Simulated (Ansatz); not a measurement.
Start from `C#CC(=O)S` and change one atom or group to get `C#CC(=O)O`.

Ansatz, PBE0-D4/def2-TZVP geometries, multiplicity 1. Each molecule was computed in one conformer, which needn't be the lowest.

| property | `C#CC(=O)S` |
| --- | --- |
| HOMO–LUMO gap (PBE/def2-TZVPP) / eV | 3.71 |
| LUMO energy (PBE/def2-TZVPP) / eV | -2.94 |
| HOMO energy (B3LYP/def2-TZVPP) / eV | -7.89 |
| HOMO–LUMO gap (PBE0/def2-TZVPP) / eV | 6.11 |
| HOMO energy (ωB97M-V/def2-TZVPP) / eV | -10.31 |
| size of the dipole moment (PBE/def2-TZVPP) / D | 1.94 |

Task: What does the change do to each property? (Estimate.)

Result: The calculation gave: 
```
                                      property  `C#CC(=O)O`  shift
           HOMO–LUMO gap (PBE/def2-TZVPP) / eV         4.39   0.68
             LUMO energy (PBE/def2-TZVPP) / eV        -2.49   0.45
           HOMO energy (B3LYP/def2-TZVPP) / eV        -8.21  -0.32
          HOMO–LUMO gap (PBE0/def2-TZVPP) / eV         6.95   0.84
         HOMO energy (ωB97M-V/def2-TZVPP) / eV       -10.83  -0.52
size of the dipole moment (PBE/def2-TZVPP) / D         1.61  -0.33
```

With PBE0 the HOMO falls by 0.33 eV and the LUMO rises by 0.50 eV, so the gap widens by about 0.83 eV. PBE moves the HOMO by -0.23 eV and ωB97M-V by -0.52 eV. Dipoles are sizes alone; their direction can turn.

B3LYP here is the variant with VWN-RPA as its local correlation; programs differ in this.
